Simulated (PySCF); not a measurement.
## Exact simulation of a proton spin system

Molecule: SMILES CC/C=C\F, C4H7F.

Cartesian coordinates in Å; atom numbers follow the order of the lines, from 1:
```xyz
12

C    -1.5669   -0.4293    0.0180
C    -0.4429    0.6026   -0.0656
C     0.8335    0.0496    0.4826
C     1.9570   -0.0840   -0.1958
F     2.0734    0.2948   -1.4836
H    -2.4919   -0.0098   -0.3694
H    -1.3156   -1.3107   -0.5675
H    -1.7304   -0.7359    1.0490
H    -0.2958    0.9084   -1.1020
H    -0.7244    1.4850    0.5158
H     0.8213   -0.2824    1.5098
H     2.8839   -0.4888    0.1827
```

PySCF calculation with shieldings: GIAO PBE0/pcSseg-1, B3LYP/pcJ-1 coupling constants (spin–dipole term only in couplings to heteroatoms) and GFN2-xTB geometry; equivalent nuclei averaged, non-relativistic, in vacuum, one computed conformer.

Referencing at the same level of theory: ¹H vs TMS.

Shifts (ppm): F5 -129.8, H6/H7/H8 1.07, H9/H10 2.31, H11 4.97, H12 6.83.
Couplings (Hz): F5–H6, F5–H7, F5–H8: 0.4; F5–H9, F5–H10: 2.7; F5–H11: 33.5; F5–H12: 91.5; H6–H7, H6–H8, H7–H8: -13.2; H6–H9, H6–H10, H7–H9, H7–H10, H8–H9, H8–H10: 8.0; H6–H11, H7–H11, H8–H11: -0.2; H9–H10: -13.4; H9–H11, H10–H11: 8.5; H9–H12, H10–H12: -1.8; H11–H12: 5.8.

The 8-spin Hamiltonian (Zeeman plus full scalar coupling among like nuclei) was diagonalised exactly; lines are Lorentzian, 0.7 Hz wide, and the maxima above 3 % are listed with the tallest set to 100.

**Question.** Give the ¹H peak list of this spin system at 100 MHz.

**Answer.** 
```
   Hz    ppm  height
733.5  7.335       7
731.7  7.317      13
729.9  7.299       7
727.7  7.277       7
725.9  7.259      14
724.1  7.241       7
642.0  6.420       7
640.2  6.402      13
638.4  6.384       7
636.2  6.362       7
634.4  6.344      14
632.7  6.327       7
525.2  5.252       5
519.4  5.194       5
516.8  5.168      11
511.0  5.110      10
508.2  5.082       6
502.5  5.025       6
491.7  4.917       6
485.9  4.859       5
483.2  4.832      11
477.5  4.775      10
474.8  4.747       6
469.0  4.690       6
247.5  2.475       3
241.6  2.416       9
239.8  2.397      12
239.0  2.389      11
238.0  2.380       7
237.1  2.371       9
233.4  2.334      13
232.4  2.324      11
231.6  2.316      19
231.1  2.311      17
229.0  2.290      12
225.1  2.251      10
223.3  2.233      15
222.4  2.224      11
221.5  2.215       8
220.7  2.207       9
217.1  2.171       3
215.9  2.159       3
215.1  2.151       4
214.4  2.144       3
114.7  1.147      52
106.8  1.067     100
 98.9  0.989      38
```

**Question.** And at 600 MHz?

**Answer.** 
Hz from δ = 0 (height): 4148.4 (6), 4146.7 (12), 4144.9 (6), 4142.7 (6), 4140.9 (12), 4139.1 (6), 4057.0 (6), 4055.2 (12), 4053.4 (6), 4051.2 (6), 4049.4 (12), 4047.6 (6), 3010.2 (5), 3004.4 (5), 3001.7 (9), 2995.9 (9), 2993.2 (5), 2987.4 (5), 2976.7 (5), 2970.9 (5), 2968.2 (10), 2962.4 (9), 2959.7 (5), 2953.9 (5), 1402.8 (3), 1401.9 (3), 1400.1 (3), 1396.5 (10), 1394.7 (11), 1393.9 (12), 1392.1 (10), 1388.5 (13), 1388.2 (13), 1386.0 (17), 1384.0 (13), 1380.1 (10), 1378.2 (12), 1377.4 (11), 1375.6 (10), 1372.1 (3), 1370.2 (3), 1369.4 (3), 1367.6 (3), 650.0 (51), 642.0 (100), 634.0 (49)

**Question.** Among coupled protons with different shifts, which pair is furthest from first order, and how does the field change that?

**Answer.** H6 and H9: Δν/J is about 15.5 at 100 MHz (close to first order) and 93.0 at 600 MHz (close to first order). J in Hz doesn't depend on the field, while Δν in Hz grows in proportion to it.

Unscaled 3J(H,H) at this level run about 10 % above measured values. Couplings across =CH–CH2 type bonds come from one rotamer and its mirror image, and can be 1–2 Hz further off.
